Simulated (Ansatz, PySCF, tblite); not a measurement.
Dissociation curve of SMILES C#C (C2H2). The C1–C3 bond (C1 also carries H; C3 carries H) is varied alone, starting from the PBE0/def2-TZVP optimised geometry.

Computed with: RKS-LDA (SVWN5) = restricted LDA (SVWN5)/cc-pVTZ (PySCF); UKS-wB97X-V = unrestricted wB97X-V/cc-pVTZ (PySCF 2.14.0); GFN2-xTB, 300 K electronic temperature (tblite); RKS-PBE = Ansatz (a program for electronic structure) with restricted PBE/cc-pVTZ.

Energies are in eV, each relative to the lowest point of its own curve near equilibrium.

```tsv
R / Å	RKS-LDA (SVWN5)	UKS-wB97X-V	GFN2-xTB	RKS-PBE
0.90	8.951	8.970	9.476	9.187
0.95	5.561	5.547	5.806	5.748
1.01	2.827	2.789	2.878	2.959
1.08	0.981	0.939	0.943	1.059
1.13	0.307	0.275	0.264	___
1.17	0.055	___	0.031	___
1.20	0.000	0.000	0.000	0.000
1.22	0.017	0.030	0.036	0.006
1.26	___	0.204	0.223	___
1.31	0.505	0.593	0.627	___
1.38	1.207	1.373	1.414	1.121
1.49	2.619	2.935	2.944	2.492
1.61	4.336	4.740	4.757	4.169
1.78	6.746	6.844	7.242	6.533
1.96	9.040	8.568	9.537	8.784
2.16	11.177	9.965	11.583	10.877
2.37	—	10.900	12.136	—
2.63	—	11.510	12.084	—
2.92	—	11.813	12.119	—
3.20	—	11.937	12.144	—
3.59	—	12.002	12.148	—
4.19	—	12.027	12.143	—
```

Question: Complete the blanks.

Answer: 
- 1.13, RKS-PBE: 0.349
- 1.17, UKS-wB97X-V: 0.038
- 1.17, RKS-PBE: 0.072
- 1.26, RKS-LDA (SVWN5): 0.161
- 1.26, RKS-PBE: 0.129
- 1.31, RKS-PBE: 0.449

A dash means that the run gave no value there, or that the column was ended at a point which the program doubted or which failed a test of continuity chosen for this set; such a test can also cut sound points.

The restricted form behind RKS-LDA (SVWN5), RKS-PBE keeps the bonding electrons paired and can't separate into open-shell fragments. The unrestricted solution behind UKS-wB97X-V changes between 1.61 and 1.78 Å and between 1.78 and 1.96 Å, which can leave a kink. The unrestricted determinant behind UKS-wB97X-V is spin-contaminated at 1.61 to 4.19 Å (<S²> up to 3.0, against 0.00 for a pure singlet).
